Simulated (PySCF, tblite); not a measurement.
**C2HF3O: infrared bands, NMR shifts and spin-spin couplings**

Wanted: the infrared bands, NMR shifts and spin-spin couplings of C2HF3O (`O=C(F)C(F)F`), by calculation.

Programs: tblite 0.8.0 and PySCF 2.14.0, with density-fitted response routines of our own. Each step states its level of theory. These are calculated values for one molecule in the gas phase, unless marked as measured. Atoms are numbered from 0 throughout.

## Step 1: The starting structure

7 atoms, charge 0, multiplicity 1; geometry from: GFN2-xTB.

Bonds of the start (Å): O0–C1 1.17, C1–F2 1.35, C1–C3 1.54, C3–F4 1.34, C3–F5 1.35, C3–H6 1.10.

## Step 2: Infrared spectrum with GFN2-xTB

The job: settings as JSON, then the geometry in Å.

```
{"job": {"kind": "ir", "xc": "GFN2-xTB", "basis": "xTB"}, "charge": 0, "multiplicity": 1}
O      1.432159    -1.125731     0.506251
C      0.871727    -0.227954     0.004671
F      1.522704     0.708090    -0.713592
C     -0.632130     0.085383    -0.014053
F     -1.298327    -0.801266     0.742070
F     -0.862494     1.313913     0.491527
H     -1.030306     0.052469    -1.043950
```

**Question.** This job is followed by: GIAO PBE0/pcSseg-1 NMR shielding, non-relativistic, gas phase; B3LYP/pcJ-1 indirect spin-spin coupling, non-relativistic, gas phase. What will the session give for the following? strongest single infrared mode (GFN2-xTB); zero-point energy (GFN2-xTB); 13C shifts against TMS (PBE0/pcSseg-1); 1H shifts against TMS (PBE0/pcSseg-1); 17O shifts against H2O (PBE0/pcSseg-1); 19F shifts against CFCl3 (PBE0/pcSseg-1, means over atoms taken as alike); largest coupling of the table (B3LYP/pcJ-1).

As calculated:

| quantity | value |
| --- | --- |
| strongest single infrared mode (GFN2-xTB) | 1903 cm⁻¹, 370 km/mol |
| zero-point energy (GFN2-xTB) | 20.0 kcal/mol |
| 13C shifts against TMS (PBE0/pcSseg-1) | 161.2, 112.5 ppm |
| 1H shifts against TMS (PBE0/pcSseg-1) | 6.30 ppm |
| 17O shifts against H2O (PBE0/pcSseg-1) | 461.9 ppm |
| 19F shifts against CFCl3 (PBE0/pcSseg-1, means over atoms taken as alike) | 34.1, -148.3 ppm |
| largest coupling of the table (B3LYP/pcJ-1) | 1J(C,F) C1–F2, -444.6 Hz |

In words: All 15 modes are real, so the xTB geometry is a minimum. The strongest single mode, at 1903 cm⁻¹, moves mainly C1 and O0. Unscaled tight-binding wavenumbers are off by several per cent, some by more. Its intensities can rank the bands wrongly. At PBE0/pcSseg-1: The widest tensor belongs to O0: span 675 ppm, with a paramagnetic part of -524 ppm. In the run at B3LYP/pcJ-1, the largest coupling of the table is C1–F2, -444.6 Hz, of which the Fermi-contact term gives -396.5 Hz. Density functionals describe couplings to fluorine poorly, F–F couplings above all, so those rows are rough.
